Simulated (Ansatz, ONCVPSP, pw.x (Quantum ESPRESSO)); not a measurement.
## rhenium (Re) (bcc): variants of one ONCV potential in the solid

ONCVPSP 4.0.1.1 (patched build) input, shortened (lines: element, Z, core and valence counts, functional; n l f; lmax; l rc ep ncon nbas qcut; lloc lpopt rc5 dvloc0; l nproj debl; icmod fcfact rcfact), PBEsol, scalar-relativistic:

```
  Re 75.00   10    4  -116133      upf
    1    0    2.00
    2    0    2.00
    2    1    6.00
    3    0    2.00
    3    1    6.00
    3    2   10.00
    4    0    2.00
    4    1    6.00
    4    2   10.00
    4    3   14.00
    5    0    2.00
    5    1    6.00
    5    2    5.00
    6    0    2.00
    2
    0    1.80    0.00    4    7    8.00
    1    2.00    0.00    3    6    8.70
    2    1.90    0.00    4    8    5.50
    4    5    1.30   -1.00
    0    2    0.70
    1    2    1.50
    2    3    3.70
    3    5.50    1.30
```

In the p channel the program set the typed energies aside and used -1.728, 0.250 Ha.

Crystal test: bcc Re in pw.x 7.5, no spin, 15³ k-points, Fermi–Dirac smearing 0.01 Ry, cutoffs set for each file from its atomic test. The reference is all-electron LAPW (Ansatz 0.2.0) with the same functional, mesh and smearing; V0 and B0 come from Birch–Murnaghan fits to the pressures at five volumes. Errors are pseudo minus all-electron; Δ is the rms difference of the E(V) curves that follow from these fits, minima aligned, over ±6 % about the mean V0. Mesh and smearing are coarse, so the numbers serve the comparison and aren't converged zero-temperature values; the lattice is a test structure that the element need not adopt.

All-electron: a0 = 3.087 Å (V0 = 14.71 Å³/atom), B0 = 377.2 GPa.

```csv
change,cutoffs (Ry),pw.x,a0 (Å),a0 error (%),B0 error (%),Δ (meV/atom),mean pressure error (GPa)
base,75/300,converged; energies reset by the program,3.072,-0.49,+1.0,18.0,-5.56
"local potential polynomial inside 1.30 bohr (lpopt 5, dvloc0 1 Ha)",75/300,converged; energies reset by the program,3.074,-0.43,+0.8,15.7,-4.86
p: debl 3.95,75/300,converged,3.072,-0.50,+1.0,18.3,-5.67
"local potential polynomial inside 1.60 bohr (lpopt 5, dvloc0 0 Ha)",75/300,converged; energies reset by the program,3.076,-0.35,+0.7,12.7,-3.94
p: nproj 1,75/300,converged,3.054,-1.06,+5.4,39.1,-11.96
p: nbas 8,75/300,converged; energies reset by the program,3.072,-0.49,+0.9,18.0,-5.56
```
